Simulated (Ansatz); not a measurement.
# Tungsten, bcc: convergence with cold smearing

Computed with Ansatz, LDA, scalar-relativistic PAW, on the relaxed cell (a = 3.135 Å; spin not included). Errors count from a run at 420 eV on a Γ-centred 23×23×23 mesh with Fermi-Dirac smearing of 0.1 eV, extrapolated to zero width. Fixed here: cutoff 420 eV, mesh 14×14×14. The SCF starts from atomic densities corrected by a trained network.

| width (eV) | E(σ→0) error (meV/atom) | F error (meV/atom) | P (GPa) | SCF iterations |
| --- | --- | --- | --- | --- |
| 0.01 | 12.7 | 12.7 | -0.14 | 5 |
| 0.03 | 12.7 | 12.7 | -0.08 | 5 |
| 0.1 | 12.5 | 11.7 | -0.05 | 5 |
| 0.2 | 11.0 | 8.5 | -0.01 | 5 |
| 0.6 | 0.4 | -1.5 | -0.05 | 5 |
| 1.0 | -24.1 | 17.2 | -1.81 | 5 |

**Question.** What does the run at 0.3 give (width)?

**Answer.** E(σ→0) error (meV/atom): 8.2; F error (meV/atom): 5.0; P (GPa): -0.07; SCF iterations: 5.
